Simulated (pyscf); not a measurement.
Single points on ωB97X-D3(BJ)/def2-SVP structures (PySCF, gas phase).

Question: `[NH2][Ta]([OH])([Cl])([Cl])[Cl]` → `[O]=[Ta]([Cl])([Cl])[Cl]` + `[NH3]`
Surface: singlet. Broken: H–O, N–Ta. Formed: H–N. Give ΔE‡ and ΔE from ωB97M-D3(BJ)/def2-TZVP, relative to the reactant's lowest minimum found.

Answer: ΔE‡ = 26.4 kcal/mol, ΔE = +9.6 kcal/mol. Zero-point energy shifts the barrier by -2.2 kcal/mol. It is an elimination, with an imaginary mode of 1348i cm⁻¹. On the product side the descent ends in an adduct with a N–Ta contact, 28.3 kcal/mol under the separated species and 42.3 kcal/mol under the saddle at ωB97X-D3(BJ)/def2-TZVP. What is counted as broken (N–Ta) persists as a longer contact in the product adduct; parting that adduct is a step of its own. At the saddle there is also a short H–Ta contact that neither side keeps. This is the saddle that the search found; another between the same sides may lie lower. Elements past Kr carry the def2 core potentials, without spin-orbit coupling.
